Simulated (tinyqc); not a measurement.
Worked calculation: harmonic frequencies on the unrestricted B3LYP (VWN-RPA form)/sto-6g surface (energies and gradients from PySCF), for LiH+, spin multiplicity 2. Computed by tinyqc, a small Python program that keeps every step (integrals from PySCF). Settings: charge = 1, multiplicity = 2, basis = sto-6g, functional = b3lyp, delta = 0.01. Command: `OMP_NUM_THREADS=1 python tinyqc.py 29726 29727 out.jsonl` (the two numbers bound the seeds that draw the settings). One thread of a shared host (Intel(R) Xeon(R) Processor @ 2.60GHz), about 7 s of CPU time with the checks.

## One row of the Hessian: 1Liz

optimised positions (bohr):
```
,x,y,z
1Li,0.000000,0.000000,-0.179445
2H,0.000000,0.000000,3.603587
```

gradient at +delta (hartree/bohr):
```
,x,y,z
1Li,0.00000000,0.00000000,0.00022273
2H,0.00000000,0.00000000,-0.00022110
```

gradient at -delta (hartree/bohr):
```
,x,y,z
1Li,0.00000000,0.00000000,-0.00017447
2H,0.00000000,0.00000000,0.00017613
```

Displace 1Liz by +/-0.01 bohr; H(k, :) = (g(+) - g(-)) / (2 delta).

row of the Hessian (hartree/bohr^2): 1Lix 0.00000000, 1Liy 0.00000000, 1Liz 0.01985996, 2Hx 0.00000000, 2Hy 0.00000000, 2Hz -0.01986141

## Hessian by finite differences

All rows are made in the same way, and the matrix is symmetrised.

Hessian (symmetrised) (hartree/bohr^2), lower triangle:
```
,1Lix,1Liy,1Liz,2Hx,2Hy,2Hz
1Lix,-0.00001440
1Liy,0.00000000,-0.00001440
1Liz,0.00000000,0.00000000,0.01985996
2Hx,0.00000363,0.00000000,0.00000000,0.00000715
2Hy,0.00000000,0.00000363,0.00000000,0.00000000,0.00000715
2Hz,0.00000000,0.00000000,-0.01986069,0.00000000,0.00000000,0.01986141
```

## Normal modes

masses (u): 1Li 7.016004, 2H 2.014102

Diagonalise H_ij / sqrt(m_i m_j); the 5 smallest eigenvalues belong to translations and rotations; wavenumber = sqrt(eigenvalue / 1822.888) x 219474.63; each mode has its largest component positive (the first on a tie); zero-point energy = sum of wavenumbers / 2, with 349.755 1/cm per kcal/mol. A mass of 2.014 u marks deuterium.

eigenvalues of the mass-weighted Hessian (hartree/(bohr^2 u)): -0.000002  -0.000002  0.000000  0.000004  0.000004  0.012692

harmonic wavenumbers of the vibrations (1/cm): 579.1

mass-weighted modes:
```
,mode 1
1Lix,0.000000
1Liy,0.000000
1Liz,-0.472261
2Hx,0.000000
2Hy,0.000000
2Hz,0.881459
```

zero-point energy = 0.827890 kcal/mol
